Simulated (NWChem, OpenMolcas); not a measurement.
## A ladder of methods for C2H4F2 (1,2-difluoroethane)

C2H4F2: 8 atoms, total charge 0, spin state singlet. SMILES: `FCCF`. The shape is that of a PBE0-D4/def2-TZVP optimisation. This is one conformer, not always the lowest.

```xyz
8

F    -1.3124    0.7756    0.8740
C    -0.1158    0.7161    0.1932
C     0.2179   -0.6961   -0.1774
F    -0.6181   -1.1533   -1.1728
H    -0.2012    1.3378   -0.7028
H     0.6703    1.1180    0.8419
H     1.2489   -0.7425   -0.5448
H     0.1104   -1.3556    0.6888
```

Each level gives the dipole moment (D). The values are calculated.

```tsv
level	kind	program	value (D)	CPU time
HF/def2-SVPD	Hartree–Fock	OpenMolcas	3.06	17 s
BLYP/def2-SVPD	GGA	OpenMolcas	2.64	55 s
PBE/def2-SVPD	GGA	OpenMolcas	2.60	56 s
M06-L/def2-SVPD	meta-GGA	OpenMolcas	2.62	72 s
TPSS/def2-SVPD	meta-GGA	OpenMolcas	2.64	69 s
r2SCAN/def2-SVPD	meta-GGA	OpenMolcas	2.67	68 s
B3LYP/def2-SVPD	global hybrid	OpenMolcas	2.77	56 s
PBE0/def2-SVPD	global hybrid	NWChem	2.74	21 s
```

The values span 2.60 to 3.06 D. Magnitudes only. CPU times are rough (shared hosts, several kinds of processor and program).
